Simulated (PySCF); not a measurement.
**Bonding in `c1ccsc1`**

Compound: C4H4S.
Numbering: `[cH:1]1[cH:2][cH:3][s:4][cH:5]1` (hydrogens: H6 on C1; H7 on C2; H8 on C3; H9 on C5)

Cartesian coordinates in Å at the PBE0-D3(BJ)/def2-TZVP level; atoms count from 1:
```xyz
9
C4H4S angstrom
C     -0.6057   -0.3785    0.6844
C      0.7264   -0.6304    0.2715
C      1.1179    0.1849   -0.7493
S     -0.1303    1.2521   -1.2081
C     -1.1937    0.6201   -0.0346
H     -1.1064   -0.9137    1.4801
H      1.3671   -1.3823    0.7125
H      2.0711    0.2115   -1.2545
H     -2.1925    1.0161    0.0653
```

Bond orders from the PBE0/pcSseg-2 density (PySCF). Geometry: PBE0-D3(BJ)/def2-TZVP; no solvent, vibrations or thermal averaging.

(1) How far do the computed orders between heavy atoms stray from the drawn ones?

(2) Set the Mayer orders of the bonds between heavy atoms beside their lengths.

## Answers

(1) The largest departure is 0.296, at C3–S4 (drawn aromatic, 1.204) and S4–C5 (drawn aromatic, 1.204), counting aromatic bonds as 1.5. The bonds drawn aromatic range from 1.20 to 1.62.

(2) 
```
 bond  drawn as  length (Å)  Mayer order
C1–C2  aromatic       1.417        1.320
C2–C3  aromatic       1.364        1.616
C3–S4  aromatic       1.705        1.204
S4–C5  aromatic       1.705        1.204
C5–C1  aromatic       1.364        1.616
```

By pair of heavy elements: C–C: lowest C1–C2 (1.320, 1.417 Å), highest C2–C3 and C5–C1 (1.616, 1.364 Å). C–S: all 2 within 0.02 of one another (1.204 to 1.204). Bonds named together lie within 0.004.

Task: And the bonds to hydrogen?

Result: C–H: 0.98 to 1.01 (4 bonds).

Task: Sum the orders of all bonds at each heavy atom with more than one neighbour and set the sums beside the valence in the SMILES.

Result: C1 3.948 (drawn 4), C2 3.948 (drawn 4), C3 3.801 (drawn 4), S4 2.408 (drawn 2), C5 3.801 (drawn 4). Orders between atoms that aren't bonded are not in these sums.

The Mayer order sums products of elements of PS (density times overlap matrix) between the two atoms' basis functions, so it depends on the basis set.

The run behind these numbers computed NMR shieldings as well. On AMD EPYC, 2 threads, shared host with 64 logical CPUs at a one-minute load of 55, this took 39 s wall, 92 s CPU (grids of density and orbitals included) and 1.5 GiB of memory at its peak.
